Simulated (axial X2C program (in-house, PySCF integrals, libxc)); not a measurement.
# S₂⁺: properties at the nuclei

Calculated with an in-house all-electron X2C program for linear molecules (integrals from PySCF): two-component X2C with atomic mean-field Coulomb and Gaunt terms, Gaussian nuclei, basis S dyall-av3z with contracted cores.

R = 1.822 Å (near the PBE0 minimum at charge 1 of the determinant lowest at the starting distance; the state shown can have its own minimum elsewhere).

Determinant lowest in the PBE0 search, Ω = 1/2 (⟨Sz⟩ = -0.50, ⟨Lz⟩ = 1.00 at PBE0), spin on the atoms S -0.25, S -0.25:

| level | A∥/gI S (MHz) | qzz S (a.u.) |
| --- | --- | --- |
| PBE0 | 767 | -0.28 |
| HF | 716 | -0.51 |
| LDA | 791 | -0.21 |
| r2SCAN | 708 | -0.25 |
| PBE50 | 757 | -0.35 |

A∥ (defined per Ω) follows by multiplying with gI = μI/(I μN); qzz is the electric field gradient, eQq0 = 234.96 MHz × Q/barn × qzz. The operators were transformed with the bare-nucleus X2C matrices; with these basis sets, hyperfine constants and field gradients can be off by tens of per cent, and where levels differ in sign neither size nor sign is settled.

(1) With gI(33S) = 0.4292 (g factors from the IAEA table of nuclear moments by Stone), turn the PBE0 values of the first state into constants in MHz.

Each state is one determinant with collinear spin. Unrestricted Hartree–Fock can overshoot spin polarisation at the nuclei. The search compared states at one distance, so a state with another bond length can lie lower. Further determinants of the search, some of them spin-mixed, are not shown. Where a field gradient or hyperfine factor spreads by more than a factor of two over the levels, a constant derived from it is not to be relied on.

Answers

(1) A∥(33S) = 767 × 0.4292 = 329 MHz.
